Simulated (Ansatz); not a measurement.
System: fcc Cu. Method: HSE06 (plane waves, PAW; Ansatz, a quantum-chemistry and plane-wave program).

Settings: plane-wave cutoff 500 eV, 10×10×1 k mesh (along the axes of the cell as run), Fermi–Dirac smearing 0.1 eV, scalar-relativistic PAW data made under PBE.

The cell is the one relaxed with r²SCAN.

Question: Predict the surface energy of the (100) face and work function of the (100) face.

Answer: 
- surface energy of the (100) face = 1.41 J/m²
- work function of the (100) face = 4.32 eV

Note: exact exchange on metals is sensitive to the k mesh and can open a false gap.

The slab of 6 atoms is relaxed and unreconstructed.

Cost on a shared machine: very roughly 10 core-minutes.
